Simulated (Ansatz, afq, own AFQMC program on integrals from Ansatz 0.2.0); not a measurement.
Integrals from Ansatz 0.2.0, then the random walk in our own AFQMC program (afq).

```yaml
crystal:
  periodic: [false, false, false]
  atoms:
    - {symbol: Si, position_ang: [0.000000, 0.000000, 0.479117]}
    - {symbol: C, position_ang: [0.000000, 0.000000, -0.872883]}
    - {symbol: H, position_ang: [0.000000, -0.909276, -1.474451]}
    - {symbol: H, position_ang: [0.000000, 0.909276, -1.474451]}
basis:
  gaussian: {orbitals: cc-pVDZ}
magnetization: {spin_polarized: false}
correlation: {method: ccsd_t, electrons: outside_noble_gas, hamiltonian_folder: ham}
```

```sh
$ ansatz run in.yaml --threads 1 --pin off --events-out ev --progress --plain --max-ram 1382MiB
```

afq runs on the folder ham with

```
--method free --trial cid --walkers 100 --time-step 0.01 --max-blocks 30 --target-error 0.00076 --factor-cut 1e-05 --seed 1303 --times 0.0,0.4,0.8,1.6,2.4 --taylor-order 8
```

Times are imaginary, in 1/Eh. The walk had a cap of 214 s.

afq prints:

```
orbitals 36  electrons 5 5  factors 287 of 402
reference energy -327.72576317 Eh
CCSD correlation -0.23719023 Eh in 9 cycles, weight of the determinant in the CISD state 0.8801
repeat  energy at the last time / Eh  error
    10  -327.971191  0.000457
    20  -327.970692  0.000467
    30  -327.971362  0.000410
time / (1/Eh)  energy / Eh  error  mean overlap
  0.00  -327.962600  0.000346  1.1316
  0.40  -327.968944  0.000271  1.1194
  0.80  -327.969960  0.000343  1.1247
  1.60  -327.971508  0.000406  1.1221
  2.40  -327.971362  0.000410  1.1197
energy -327.971362 +/- 0.000410 Eh
```

The run passed its tests (error under three times the target), which doesn't prove that it has relaxed.

Against this walk (error 11.2 meV) on the same determinant: CCSD(T) 20.0 meV higher (within the noise), CCSDT(Q) 15.4 meV lower (within the noise). The error is statistical, and a free projection of finite length keeps a remainder of its start.

Cautions: remainder of the start not in the error.

The walk took 52 s on 1 thread of AMD EPYC 7R13 Processor (Zen 3), with other jobs on the host. The log's last line is the free-projection energy.

CCSDT and higher add their correlation energy to the determinant of the CCSD(T) run, since their own runs factorise the integrals more tightly (a shift of under 2 meV). A walk keeps the symmetry of its determinant, which the program's search chose and which needn't be the lowest solution, so a lower state of the same spin and another symmetry isn't excluded.
